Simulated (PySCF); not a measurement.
# Assignment exercise: C4H10O2

Mapped SMILES: `[CH3:1][O:2][CH2:3][CH2:4][O:5][CH3:6]` (H(Xn): hydrogen on atom n).

- shieldings: GIAO B97-2/pcSseg-2
- geometry from PBE0-D3(BJ)/def2-TZVP
- program: PySCF
- equivalent nuclei averaged, non-relativistic, in vacuum, single conformer

Chemical shifts δ = σref − σ; ¹³C (σref 185.38) and ¹H (σref 31.64) against TMS, all at this level.

Question: Assign these signals to the numbered atoms. ¹³C{¹H} NMR (computed): δ 74.4 (CH2), 62.1 (CH3).

Answer: 
74.4 → C3/C4, sp3 CH2 bonded to O: deshielded by the electronegative neighbour
62.1 → C1/C6, methyl carbon bonded to O: the inductive effect lowers its shielding

Question: Assign these signals to the numbered atoms. ¹H NMR (600 MHz, computed): δ 3.52 (s, 4H), 3.40 (s, 6H).

Answer: 
3.52 → H(C3)/H(C4), hydrogen on an sp3 CH2 bonded to O: its carbon carries O, an electronegative neighbour
3.40 → H(C1)/H(C6), hydrogen on a methyl carbon bonded to O: its carbon carries O, hence the downfield position

Shifts are as computed. Against solution values, carbons near 30 ppm lie about +3 ppm off and those near 130 ppm about +7 ppm. Of 1211 compounds with measured shifts, 218 miss one by over three times the rms of a fit or turn the order of signals round; such compounds aren't used in these exercises. No couplings were computed; multiplicities are counted from neighbouring protons, with m where these are inequivalent, close in shift, in a saturated or five-membered ring or joined by F or P, and br s for small geminal =CH2 splittings.
